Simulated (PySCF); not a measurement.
C3H6.

```xyz
9

C     -0.1633     1.2269     0.0000
C      0.4541    -0.1314     0.0000
C     -0.2199    -1.2763     0.0000
H      0.1524     1.8017     0.8769
H      0.1524     1.8017    -0.8769
H     -1.2536     1.1701     0.0000
H      1.5429    -0.1629     0.0000
H     -1.3060    -1.2917     0.0000
H      0.2871    -2.2342     0.0000
```
Charge 0, spin multiplicity 1.

The structure is a stationary point at r2SCAN-D4/def2-TZVP.

Method: PBE0/pcSseg-1 (PySCF). Non-relativistic, no solvent.

Computed absolute GIAO shielding of each atom: isotropic value and principal components (ppm):
```
atom  σ(iso)    σ11    σ22    σ33   span
----  ------  -----  -----  -----  -----
C1     163.1  150.5  153.2  185.4   34.9
C2      42.3  -82.6   46.7  162.8  245.4
C3      62.5  -52.4   86.0  154.1  206.5
H4      29.6   26.2   27.4   35.3    9.0
H5      29.6   26.2   27.4   35.3    9.0
H6      29.8   26.7   28.9   33.9    7.2
H7      25.4   24.0   24.2   28.0    4.0
H8      26.1   22.9   25.8   29.5    6.6
H9      26.2   23.3   25.5   29.9    6.6
```
